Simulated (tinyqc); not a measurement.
UHF in the sto-3g basis, for H2O, spin multiplicity 1, step by step. One step of it, computed by the program tinyqc.

Problem. Orthogonalisation. S = U s U^T; canonical form X = U s^(-1/2), so that X^T S X = 1. Each column of U has its largest component positive (the first on a tie).

overlap S, order 1O 1s, 1O 2s, 1O 2px, 1O 2py, 1O 2pz, 2H 1s, 3H 1s:
$$\begin{pmatrix}
1.000000 & 0.236704 & 0.000000 & 0.000000 & 0.000000 & 0.025895 & 0.026799 \\
0.236704 & 1.000000 & 0.000000 & 0.000000 & 0.000000 & 0.296322 & 0.303610 \\
0.000000 & 0.000000 & 1.000000 & 0.000000 & 0.000000 & 0.000000 & 0.000000 \\
0.000000 & 0.000000 & 0.000000 & 1.000000 & 0.000000 & 0.211085 & -0.215378 \\
0.000000 & 0.000000 & 0.000000 & 0.000000 & 1.000000 & 0.178996 & 0.182485 \\
0.025895 & 0.296322 & 0.000000 & 0.211085 & 0.178996 & 1.000000 & 0.135092 \\
0.026799 & 0.303610 & 0.000000 & -0.215378 & 0.182485 & 0.135092 & 1.000000
\end{pmatrix}$$

Give: eigenvalues of S; X.

Solution.

eigenvalues of S: [0.5279, 0.6236, 0.8845, 1.0000, 1.1096, 1.2414, 1.6129]

X, order 1O 1s, 1O 2s, 1O 2px, 1O 2py, 1O 2pz, 2H 1s, 3H 1s:
$$\begin{pmatrix}
-0.4039 & -0.0223 & 0.6952 & 0.0000 & 0.6099 & 0.0048 & 0.2131 \\
0.9338 & 0.0380 & -0.2905 & 0.0000 & 0.3229 & 0.0053 & 0.4648 \\
0.0000 & 0.0000 & 0.0000 & 1.0000 & 0.0000 & 0.0000 & 0.0000 \\
-0.0372 & 0.7908 & 0.0019 & 0.0000 & -0.0003 & 0.7005 & -0.0060 \\
0.4405 & 0.0161 & 0.6837 & 0.0000 & -0.5991 & 0.0018 & 0.2305 \\
-0.5397 & -0.7217 & -0.2211 & 0.0000 & -0.1836 & 0.4017 & 0.3861 \\
-0.6104 & 0.6746 & -0.2157 & 0.0000 & -0.1798 & -0.3916 & 0.3954
\end{pmatrix}$$
